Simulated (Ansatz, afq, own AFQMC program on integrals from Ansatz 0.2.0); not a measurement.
Integrals from Ansatz 0.2.0, then the random walk in our own AFQMC program (afq).

```yaml
crystal:
  periodic: [false, false, false]
  atoms:
    - {symbol: B, position_ang: [0.000000, 0.000000, 0.000000]}
    - {symbol: H, position_ang: [0.000000, 0.000000, 1.262771]}
basis:
  gaussian: {orbitals: aug-cc-pVDZ}
total_charge: -1
magnetization: {spin_polarized: true, initial_magnetization: 1}
correlation: {method: ccsd_t, electrons: outside_noble_gas, hamiltonian_folder: ham}
```

```sh
$ ansatz run in.yaml --threads 1 --pin off --events-out ev --progress --plain --max-ram 16896MiB --backend cuda --devices 0, --max-vram 18GiB
```

Options of the walk:

```
--method phaseless --trial hf --walkers 4000 --populations 20 --least-time 40 --time-step 0.005 --steps-per-block 20 --equilibration-blocks 112 --max-blocks 4000 --target-error 0.0007 --factor-cut 1e-05 --start spin_pure --seed 8782 --taylor-order 6
```

Times are imaginary, in 1/Eh. The walk had a cap of 49 s. With eight or more populations the least sampling time is a fifth of least-time, and the error comes from their spread.

```
orbitals 31  electrons 3 2  factors 219 of 315
reference energy -25.11403713 Eh
CCSD correlation -0.09954685 Eh in 20 cycles, weight of the determinant in the CISD state 0.7957
energy of the start -25.117844 Eh
 block  time / (1/Eh)  mean weight  energy / Eh
     1     0.100  1.0002  -25.131649
     2     0.200  1.0003  -25.143274
     3     0.300  1.0005  -25.152948
     4     0.400  1.0006  -25.160610
     5     0.500  1.0004  -25.167233
    10     1.000  1.0003  -25.188402
    25     2.500  1.0001  -25.210114
    29     2.900  1.0001  -25.214588
    49     4.900  0.9999  -25.214981
    69     6.900  1.0002  -25.218941
    89     8.900  0.9999  -25.218316
    93     9.300  1.0000  -25.219481
   109    10.900  1.0002  -25.218991
   129    12.900  1.0000  -25.215820
   149    14.900  0.9999  -25.216612
   169    16.900  1.0002  -25.215708
   189    18.900  1.0000  -25.214676
error from the spread of 20 populations
energy -25.215568 +/- 0.000611 Eh
(rows thinned)
```

Question: Estimate how long the walk took on 1 × NVIDIA H100 80GB HBM3 with 2 threads of AMD EPYC 7R13 Processor (Zen 3), on a shared host (the card was shared).

Answer: 22 s of wall time.

The run passed its tests (sampling time, drift between the halves within three errors, error under three times the target), which doesn't prove that it has relaxed.

Against this walk (error 16.6 meV) on the same determinant: CCSD(T) 37.6 meV lower, CCSDT(Q) 77.5 meV lower, CCSDTQ 78.0 meV lower, full CI 78.1 meV lower, a separate phaseless walk with a CISD trial and standard settings 56.1 ± 16.9 meV lower. The error is statistical and leaves out the bias of the constraint. The determinant has ⟨S²⟩ = 1.10, so the low cluster orders mix in higher spin, while the walk starts as a pure doublet. Full CI is exact here, so the walk's 78 meV above it is the walk's own error: the bias of the constraint with this trial. The determinant is a poor start (see the cautions), so the low cluster orders aren't to be relied on, and full CI is the sure value.

Cautions: constraint bias not in the error; strong correlation (T1 0.110, weight of the determinant 0.80, largest double 0.08); unrestricted determinant spin contaminated (⟨S²⟩ 1.10 against 0.75).

CCSDT and higher add their correlation energy to the determinant of the CCSD(T) run, since their own runs factorise the integrals more tightly (a shift of under 2 meV).
